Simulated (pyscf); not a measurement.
Thermochemistry of product channels of `[OH][SiH]` [singlet] + `[OH]` [doublet] on the doublet surface, in eV, from ωB97M-D3(BJ)/def2-TZVP energies (ideal gas, 1 atm, RRHO with modes under 100 cm⁻¹ raised to 100, one conformer, R ln 2 for chiral ones without a mode under 150 cm⁻¹). Structures and frequencies: ωB97X-D3(BJ)/def2-SVP in PySCF.

```tsv
products	ΔE	ΔH(298 K)	ΔG(298 K)	ΔG(600 K)
`[O]=[SiH]` [doublet] + `[OH2]`	-1.38	-1.34	-1.37	-1.40
`[OH][SiH2]` [doublet] + `[O]` [triplet]	+2.13	+2.11	+2.12	+2.14
`[O]=[SiH][OH]` + `[H]` [doublet]	-1.76	-1.84	-1.72	-1.61
`[O]=[Si][OH]` [doublet] + `[H][H]`	-2.40	-2.46	-2.40	-2.35
```

These are energies of the channels, which say nothing of barriers. O=SiH–OH lies 0.43 eV over its isomer HO–Si:–OH [singlet] (electronic energy, ωB97M-D3(BJ)). Left out: orbital degeneracy and the spin-orbit lowering of OH, O.
